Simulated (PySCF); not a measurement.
Reading a saddle point

A first-order saddle point of CH$_{6}$AlN, singlet, PBE0-D4/def2-TZVP, with one imaginary mode of 1149i cm⁻¹:

Al1  (-0.956, 0.030, -0.685)
C2  (0.463, 0.428, 0.906)
N3  (0.123, -1.092, -1.326)
H4  (0.630, -0.415, -0.064)
H5  (-2.241, 0.927, -0.490)
H6  (1.443, 0.147, 1.301)
H7  (0.510, 1.506, 0.718)
H8  (-0.255, 0.224, 1.707)
H9  (0.282, -1.754, -2.066)
(Å)

Computed with PySCF 2.14 with density fitting (its default auxiliary sets; JK sets also for MP2 and CCSD(T)) (basis: def2-TZVPP and def2-QZVPP); correlated methods freeze the cores. Extrapolation: Hartree–Fock as exp(−7.88 √X), correlation as X^−2.97.

Which contacts change along the imaginary mode, and what lies on either side? (A judgement: the text doesn't fix the answer.)

By the calculation: The step is CH₆AlN ([CH3][AlH][NH2]) → AlNH₂ ([NH][AlH]) + CH₄, with the molecules in contact on both sides. Shortening one way: C2–H4; lengthening the same way: Al1–C2, N3–H4.
```tsv
pair	one side (Å)	saddle (Å)	other side (Å)
C2–H4	3.44	1.30	1.09
Al1–C2	1.95	2.17	3.29
N3–H4	1.01	1.52	2.87
```

Which side is lower, and how far does the saddle lie above each? (Judge from chemistry; the value comes from the calculation.)

By the calculation: The side with Al1–C2, N3–H4 short is lower by 2.613 eV; the saddle lies 3.225 eV above it and 0.612 eV above the other (CCSD(T) at an estimated basis limit (MP2 extrapolated from triple and quadruple zeta, plus CCSD(T) − MP2 in triple zeta); electronic energies).

The T1 diagnostic stays at or below 0.023.

Labels in which every atom is bracketed show which atoms are joined, not bond orders.

For scale, one of the runs: CCSD(T)/def2-TZVPP, 188 basis functions, launched by `OMP_NUM_THREADS=4 python run.py`. Time: 4.7 min of wall clock on 4 CPU threads of an Arm Neoverse V1; the host was shared. Peak host memory: 1.6 GiB.
